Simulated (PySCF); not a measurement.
# C5H7F: the cost of one run

Programs: PySCF 2.14.0, with density-fitted response routines of our own. Each step states its level of theory. These are calculated values for one molecule in the gas phase, unless marked as measured. Atoms are numbered from 0 throughout.

### Step 1. The starting structure

13 atoms, charge 0, multiplicity 1; geometry from: PBE0-D3(BJ)/def2-SVP.

Bonds of the start (Å): C0–C1 1.33, C1–C2 1.50, C2–C3 1.50, C3–C4 1.33, C4–F5 1.33, C0–H6 1.09, C0–H7 1.10, C1–H8 1.10, C2–H9 1.10, C2–H10 1.11, C3–H11 1.10, C4–H12 1.10.

### Step 2. J couplings: HF/pcJ-1

What the job is given:

```
{"job": {"kind": "j", "xc": "HF", "basis": "pcJ-1"}, "charge": 0, "multiplicity": 1}
C      2.173919     0.421448     0.480677
C      1.267414     0.139021    -0.454221
C      0.058236    -0.726879    -0.248692
C     -1.223718     0.006831    -0.504418
C     -2.161526     0.172338     0.421413
F     -3.294278     0.830941     0.188619
H      3.033128     1.062700     0.267849
H      2.090846     0.021024     1.496491
H      1.385003     0.567979    -1.457749
H      0.063609    -1.139816     0.773010
H      0.119225    -1.591147    -0.937016
H     -1.394414     0.442208    -1.495137
H     -2.100353    -0.209148     1.446279
```

Level: HF/pcJ-1 indirect spin-spin coupling, non-relativistic, gas phase.

Launch:

```
$ OMP_NUM_THREADS=1 python probes_run.py task.json out
```

One launch serves the whole session: the jobs run in the order shown.

Q: Estimate the wall time and peak memory of this first job on 1 thread of Arm Neoverse V2, shared host.

About 23 s, with a peak of 0.96 GiB.
